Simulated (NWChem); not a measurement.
# One shape, several levels: CH5AlO (AlH2(OMe))

We compute a comparison of 6 runs (HF/STO-3G, HF/3-21G, PBE/6-31G**, B3LYP/6-31G*, PBE/6-31+G*) of CH5AlO (AlH2(OMe)). 

Program for the calculation: NWChem 7.3.0.

## 1. The structure to begin with

The species is CH5AlO (8 atoms), meant as a singlet with charge 0. SMILES: `[H][Al]([H])[O]C`. Geometry: a GFN2-xTB relaxation, a rough one for these elements and not checked as a minimum.

Bond lengths: Al1–O4 1.642 Å, O4–C5 1.403 Å, Al1–H2 1.533 Å, Al1–H3 1.533 Å, C5–H6 1.092 Å, C5–H7 1.093 Å, C5–H8 1.092 Å. Angles: Al1–O4–C5 179.8°, H2–Al1–O4 119.6°, H3–Al1–O4 119.6°, O4–C5–H6 109.9°, O4–C5–H7 110.0°, O4–C5–H8 109.9°, H2–Al1–H3 120.8°, H6–C5–H7 109.0°, H6–C5–H8 109.0°, H7–C5–H8 109.0°.

## 2. Energy and gradient at HF/STO-3G (run 1)

File test.xyz:

```xyz
8
CH5AlO hf
Al     0.678800     1.296460     0.820380
H      2.156100     1.245680     1.226460
H     -0.185950     2.517190     1.153510
O      0.014370     0.026590     0.019330
C     -0.553050    -1.056190    -0.668220
H     -1.326660    -0.698820    -1.350340
H     -1.000100    -1.755910     0.041910
H      0.216490    -1.575000    -1.243030
```

File test.nw:

```
START test
TITLE "CH5AlO hf"
memory stack 880 mb heap 220 mb global 1100 mb

GEOMETRY noautosym nocenter noautoz
  load test.xyz
END

BASIS spherical bse
  * library STO-3G
END

SCF
  singlet
  rhf
  thresh 1e-08
  maxiter 80
END

TASK scf gradient
```

Launch:

```sh
$ nwchem test.nw > test.out
```

The log of the run:

```text
[...]
  functions       =    24
[...]
  wavefunction    = RHF
[...]
         Total SCF energy =   -353.171586767465
      One-electron energy =   -693.873078574752
      Two-electron energy =    239.371927050301
 Nuclear repulsion energy =    101.329564756986
        Time for solution =      0.6s
[...]
                         RHF ENERGY GRADIENTS
    atom               coordinates                        gradient
                 x          y          z           x          y          z
   1 Al      1.282746   2.449954   1.550293    0.004325   0.008486   0.005440
   2 H       4.074438   2.353994   2.317673    0.027204   0.001920   0.008855
   3 H      -0.351395   4.756799   2.179818   -0.013532   0.023968   0.007555
   4 O       0.027155   0.050248   0.036528   -0.009936  -0.019265  -0.013277
   5 C      -1.045113  -1.995910  -1.262753   -0.019392  -0.036656  -0.022935
   6 H      -2.507024  -1.320578  -2.551773    0.006283   0.005326   0.006393
   7 H      -1.889915  -3.318189   0.079198    0.004200   0.007675   0.001983
   8 H       0.409107  -2.976318  -2.348986    0.000849   0.008545   0.005986
[...]
```

It took 1.4 s on 1 thread of Intel Xeon Platinum 8488C (Sapphire Rapids), shared host; peak memory 0.1 GiB.

## 3. Energy and gradient at HF/3-21G (run 2)

File ch5alo.xyz:

```xyz
8

Al     0.678800     1.296460     0.820380
H      2.156100     1.245680     1.226460
H     -0.185950     2.517190     1.153510
O      0.014370     0.026590     0.019330
C     -0.553050    -1.056190    -0.668220
H     -1.326660    -0.698820    -1.350340
H     -1.000100    -1.755910     0.041910
H      0.216490    -1.575000    -1.243030
```

File ch5alo.nw:

```
start ch5alo
memory 2200 mb
charge 0

geometry noautosym nocenter noautoz
  load ch5alo.xyz
end

basis spherical bse
  * library 3-21G
end

scf
  thresh 1e-08
  maxiter 80
  noprint "final vectors analysis"
end

task scf gradient
```

Launch:

```sh
$ nwchem ch5alo.nw > ch5alo.out
```

The log of the run:

```text
[...]
  functions       =    41
[...]
  wavefunction    = RHF
[...]
         Total SCF energy =   -355.615462464395
      One-electron energy =   -694.063256171204
      Two-electron energy =    237.118228949822
 Nuclear repulsion energy =    101.329564756986
        Time for solution =      0.8s
[...]
                         RHF ENERGY GRADIENTS
    atom               coordinates                        gradient
                 x          y          z           x          y          z
   1 Al      1.282746   2.449954   1.550293    0.003095   0.006124   0.003779
   2 H       4.074438   2.353994   2.317673   -0.019463   0.000951  -0.005166
   3 H      -0.351395   4.756799   2.179818    0.011678  -0.016019  -0.004226
   4 O       0.027155   0.050248   0.036528    0.004363   0.008081   0.004463
   5 C      -1.045113  -1.995910  -1.262753   -0.001293  -0.001951  -0.000349
   6 H      -2.507024  -1.320578  -2.551773   -0.002740   0.004741  -0.002452
   7 H      -1.889915  -3.318189   0.079198   -0.001479  -0.001880   0.005844
   8 H       0.409107  -2.976318  -2.348986    0.005838  -0.000047  -0.001894
[...]
```

Wall time 1.7 s (1 thread of Intel Xeon Platinum 8488C (Sapphire Rapids), shared host); peak memory 0.098 GiB.

## 4. Energy and gradient at PBE/6-31G(d,p) (spherical functions) (run 3)

File run.py:

```python
from ase import Atoms
from ase.calculators.nwchem import NWChem

atoms = Atoms(['Al', 'H', 'H', 'O', 'C', 'H', 'H', 'H'], positions=[
    [0.678800, 1.296460, 0.820380],
    [2.156100, 1.245680, 1.226460],
    [-0.185950, 2.517190, 1.153510],
    [0.014370, 0.026590, 0.019330],
    [-0.553050, -1.056190, -0.668220],
    [-1.326660, -0.698820, -1.350340],
    [-1.000100, -1.755910, 0.041910],
    [0.216490, -1.575000, -1.243030],
])

calc = NWChem(
    label='input',
    theory='dft',
    memory='2200 mb',
    basis='6-31G**',
    basispar='spherical bse',
    dft={'xc': 'xpbe96 cpbe96', 'mult': '1', 'grid': 'xfine', 'convergence': 'energy 1e-08', 'iterations': '100', 'mulliken': None, 'print': 'low'},
)
atoms.calc = calc

forces = atoms.get_forces()
e = atoms.get_potential_energy()
print(f"E = {e:.6f} eV")
print("forces (eV/A):")
for s, f in zip(atoms.symbols, forces):
    print(f"{s:2s} {f[0]:10.5f} {f[1]:10.5f} {f[2]:10.5f}")
```

Launch:

```sh
$ export ASE_NWCHEM_COMMAND="nwchem PREFIX.nwi > PREFIX.nwo"
$ python run.py
```

The log of the run:

```text
E = -9754.511589 eV
forces (eV/A):
Al    0.25711    0.48141    0.30236
H     0.97568   -0.08762    0.24024
H    -0.61778    0.78054    0.19206
O    -0.68422   -1.28725   -0.74634
C     0.38983    0.71564    0.40053
H    -0.36746    0.02689   -0.31213
H    -0.18898   -0.30766    0.19448
H     0.23587   -0.32190   -0.27120
```

The calculator wrote input.nwi:

```
title "input"

permanent_dir input

scratch_dir input

start input

geometry units angstrom nocenter noautosym noautoz
  Al 6.7879999999999996e-01 1.2964599999999999e+00 8.2038000000000000e-01
  H  2.1560999999999999e+00 1.2456799999999999e+00 1.2264600000000001e+00
  H  -1.8595000000000000e-01 2.5171899999999998e+00 1.1535100000000000e+00
  O  1.4370000000000001e-02 2.6589999999999999e-02 1.9330000000000000e-02
  C  -5.5305000000000004e-01 -1.0561900000000000e+00 -6.6822000000000004e-01
  H  -1.3266600000000000e+00 -6.9882000000000000e-01 -1.3503400000000001e+00
  H  -1.0001000000000000e+00 -1.7559100000000001e+00 4.1910000000000003e-02
  H  2.1648999999999999e-01 -1.5750000000000000e+00 -1.2430300000000001e+00
end

memory 2200 mb

basis spherical bse noprint
   * library 6-31G**
end

dft
  xc xpbe96 cpbe96
  mult 1
  grid xfine
  convergence energy 1e-08
  iterations 100
  mulliken
  print low
end

task dft gradient
```

input.nwo:

```text
Northwest Computational Chemistry Package (NWChem) 7.3.0
             --------------------------------------------------------

           Job information
           ---------------

    nwchem branch   = 7.3.0
    use scalapack   = T
    input           = input.nwi
    prefix          = input.
    data base       = input/input.db
    status          = startup
    nproc           =        1

           Memory information
           ------------------

    heap     =     72089596 doubles =      550.0 Mbytes
    stack    =     72089601 doubles =      550.0 Mbytes
    global   =    144179200 doubles =     1100.0 Mbytes (distinct from heap & stack)
    total    =    288358397 doubles =     2200.0 Mbytes
    verify   = yes
    hardfail = no

           Directory information
           ---------------------

  0 permanent = input
  0 scratch   = input

                                NWChem Input Module
                                -------------------

                                       input
                                       -----

[... 26 lines left out ...]
            Nuclear Dipole moment (a.u.)
[... 77 lines left out ...]
   convergence    iter        energy       DeltaE   RMS-Dens  Diis-err    time
[... 13 lines left out ...]
         Total DFT energy =     -358.471691965671
      One electron energy =     -696.499334319944
           Coulomb energy =      271.004096723659
    Exchange-Corr. energy =      -34.306019126371
 Nuclear repulsion energy =      101.329564756986
[... 17 lines left out ...]
     -------------------------------------------
      Total Density - Lowdin Population Analysis
     -------------------------------------------

    Atom       Charge   Shell Charges
 -----------   ------   -------------------------------------------------------
    1 Al  13    12.75   2.00  1.97  5.89  0.58  1.15  0.35  0.44  0.36
    2 H    1     1.08   0.48  0.59  0.01
    3 H    1     1.08   0.48  0.59  0.01
[... 4 lines of this table left out ...]
    8 H    1     0.93   0.51  0.38  0.04

                         DFT ENERGY GRADIENTS

    atom               coordinates                        gradient
                 x          y          z           x          y          z
   1 Al      1.282746   2.449954   1.550293   -0.005000  -0.009362  -0.005880
   2 H       4.074438   2.353994   2.317673   -0.018974   0.001704  -0.004672
   3 H      -0.351395   4.756799   2.179818    0.012014  -0.015179  -0.003735
[... 4 lines of this table left out ...]
   8 H       0.409107  -2.976318  -2.348986   -0.004587   0.006260   0.005274

 Task  times  cpu:       25.6s     wall:       25.6s
 Total times  cpu:       25.6s     wall:       25.6s
```

It took 27 s on 1 thread of Intel Xeon Platinum 8488C (Sapphire Rapids), shared host; peak memory 0.14 GiB.

Runs 4 to 5 aren't shown in full; the table further down has their settings and results.

## 5. Energy and forces at PBE/6-31+G(d) (spherical functions) (run 6)

File ch5alo.nw:

```
start ch5alo
memory total 2200 mb
charge 0

geometry units atomic noautosym nocenter noautoz
Al   1.28274609   2.44995433   1.55029352
H    4.07443850   2.35399404   2.31767350
H   -0.35139457   4.75679970   2.17981798
O    0.02715536   0.05024782   0.03652841
C   -1.04511303  -1.99590984  -1.26275279
H   -2.50702406  -1.32057841  -2.55177278
H   -1.88991510  -3.31818900   0.07919842
H    0.40910681  -2.97631865  -2.34898626
end

basis spherical bse
* library 6-31+G*
end

dft
xc xpbe96 cpbe96
mult 1
grid xfine
convergence energy 1e-08
maxiter 100
mulliken
end

task dft gradient
```

Launch:

```sh
$ nwchem ch5alo.nw > ch5alo.out
```

The log of the run:

```text
[...]
          Wavefunction type:  closed shell.
          No. of atoms     :     8
          No. of electrons :    32
[...]
          Charge           :     0
          Spin multiplicity:     1
[...]
          AO basis - number of functions:    68
[...]
              XC Information
              --------------
          PerdewBurkeErnzerhof Exchange Functional  1.000
            Perdew 1991 LDA Correlation Functional  1.000 local
           PerdewBurkeErnz. Correlation Functional  1.000 non-local
[...]
 d= 0,ls=0.0,diis     1   -358.4059253297 -4.60D+02  2.27D-02  6.31D-01     2.7
[...]
 d= 0,ls=0.0,diis    10   -358.4765526850 -7.24D-10  9.53D-08  5.80D-11    24.0
         Total DFT energy =     -358.476552684997
      One electron energy =     -696.329706831322
           Coulomb energy =      270.809190473680
    Exchange-Corr. energy =      -34.285593800406
 Nuclear repulsion energy =      101.329557473051
[...]
      Total Density - Mulliken Population Analysis
     ---------------------------------------------
    Atom       Charge   Shell Charges
 -----------   ------   -------------------------------------------------------
    1 Al  13    12.75   2.00  2.00  5.96  0.85  1.25  0.26  0.10  0.03  0.08  0.23
    2 H    1     1.08   0.50  0.58
    3 H    1     1.08   0.50  0.58
    4 O    8     8.24   2.00  0.87  2.97  0.96  1.68 -0.29  0.04  0.01
    5 C    6     6.47   2.00  0.67  2.08  0.65  0.85  0.09  0.07  0.06
    6 H    1     0.79   0.53  0.26
    7 H    1     0.79   0.53  0.26
    8 H    1     0.79   0.53  0.26
[...]
  wavefunction    = closed shell
                         DFT ENERGY GRADIENTS
    atom               coordinates                        gradient
                 x          y          z           x          y          z
   1 Al      1.282746   2.449954   1.550294   -0.006606  -0.012420  -0.007784
   2 H       4.074439   2.353994   2.317674   -0.019230   0.002018  -0.004605
   3 H      -0.351395   4.756800   2.179818    0.012415  -0.015220  -0.003646
   4 O       0.027155   0.050248   0.036528    0.013969   0.026341   0.015504
   5 C      -1.045113  -1.995910  -1.262753   -0.005910  -0.010835  -0.006218
   6 H      -2.507024  -1.320578  -2.551773    0.007431  -0.001706   0.006252
   7 H      -1.889915  -3.318189   0.079198    0.003709   0.005921  -0.004848
   8 H       0.409107  -2.976319  -2.348986   -0.005777   0.005900   0.005345
[...]
```

It took 32 s on 1 thread of Intel Xeon Platinum 8488C (Sapphire Rapids), shared host; peak memory 0.14 GiB.

## 6. The series

```
run                               level  iteration cap  module  energy (Eh)  dipole moment (D)  HOMO energy (eV)  LUMO energy (eV)  wall time
  1                           HF/STO-3G             80     scf  -353.171587               0.20             -7.34              9.75      1.4 s
  2                            HF/3-21G             80     scf  -355.615462               1.29                 –                 –      1.7 s
  3   PBE/6-31G** (spherical functions)            100     dft  -358.471692                  –                 –                 –       27 s
  4  B3LYP/6-31G* (spherical functions)            100     dft  -358.783047               1.34             -7.22             -0.82       20 s
  5  B3LYP/6-31G* (Cartesian functions)            100     dft  -358.786458               1.35             -7.21             -0.82       20 s
  6   PBE/6-31+G* (spherical functions)            100     dft  -358.476553               1.23             -6.20             -1.56       32 s
```

## 7. Outcome

| quantity | value |
| --- | --- |
| run 6: total energy | -358.47655 Eh |
| run 6: dipole moment | 1.23 D |
| run 6: HOMO energy | -6.20 eV |
| run 6: LUMO energy | -1.56 eV |
| run 6: HOMO–LUMO gap | 4.64 eV |
| run 6: largest force on an atom | 1.728 eV/Å |

**Reading.** Over runs 1, 2, 4, 5, 6 the dipole moment (its size) runs from 0.20 D (HF/STO-3G) to 1.35 D (B3LYP/6-31G*). The two ends differ in method and basis. Over runs 1, 4, 5, 6 the HOMO–LUMO gap runs from 4.64 eV (PBE/6-31+G*) to 17.09 eV (HF/STO-3G). Totals of different functionals can't be ranked against each other. In run 1 the basis is minimal, so the values are rough. All runs together took 1.7 min, the longest 32 s.
